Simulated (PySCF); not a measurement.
**CHO, doublet: the ladder up to full CI**

Geometry: MP2(full)/6-31G*, from the G2/97 set.

```xyz
3

C     0.0326    0.6351    0.0000
O     0.0326   -0.5557    0.0000
H    -0.9058    1.2530    0.0000
```

Basis STO-3G; PySCF 2.14.0. Only valence electrons are correlated (noble-gas cores frozen), which leaves 11 electrons in 9 orbitals. Prefix R: restricted or restricted open-shell reference; prefix U: unrestricted.

Full CI is exact within this basis and frozen core; it isn't the basis-set limit. The frozen core follows each run's orbitals, which can shift R against U totals by a few meV.

Unrestricted rows (U) aren't spin-pure: their determinants' ⟨S²⟩ exceeds S(S+1) by up to 0.21, so they mix in states of higher spin.

```
UHF ⟨S²⟩                          : 0.959
T1 diagnostic (RCCSD)             : 0.0228
largest doubles amplitude (RCCSD) : 0.158
T1 diagnostic (UCCSD)             : 0.0618
```

```json
{"level": "RHF", "E − E(full CI) (kJ/mol)": "371.5", "share of correlation (%)": "0.00", "wall time": "–"}
{"level": "UHF", "E − E(full CI) (kJ/mol)": "359.1", "share of correlation (%)": "3.35", "wall time": "–"}
{"level": "RMP2", "E − E(full CI) (kJ/mol)": "50.3", "share of correlation (%)": "86.46", "wall time": "–"}
{"level": "UMP2", "E − E(full CI) (kJ/mol)": "109.6", "share of correlation (%)": "70.51", "wall time": "–"}
{"level": "RCCSD", "E − E(full CI) (kJ/mol)": "15.8", "share of correlation (%)": "95.75", "wall time": "–"}
{"level": "UCCSD", "E − E(full CI) (kJ/mol)": "10.9", "share of correlation (%)": "97.07", "wall time": "–"}
{"level": "RCCSD(T)", "E − E(full CI) (kJ/mol)": "3.7", "share of correlation (%)": "98.99", "wall time": "0.48 s"}
{"level": "UCCSD(T)", "E − E(full CI) (kJ/mol)": "4.0", "share of correlation (%)": "98.92", "wall time": "0.29 s"}
{"level": "RCCSDT", "E − E(full CI) (kJ/mol)": "0.6", "share of correlation (%)": "99.83", "wall time": "0.65 s"}
{"level": "UCCSDT", "E − E(full CI) (kJ/mol)": "0.6", "share of correlation (%)": "99.83", "wall time": "0.7 s"}
```

The correlation energy at full CI, counted from RHF, is -3.851 eV. That run took 0.12 s on 1 thread of Intel Xeon, shared host over 5,292 determinants.

Times are those of the correlated step on a shared host, with one SCF added for the restricted CCSD run; they ran on 1 thread of Intel Xeon.

The full-CI state has the irrep A' of Cs, in the program's axes.

Natural occupations of full CI about the gap: 1.982 1.973 1.963 1.908 1.027 0.099 0.028 0.022; effectively unpaired electrons, Σ n²(2−n)², 1.08.
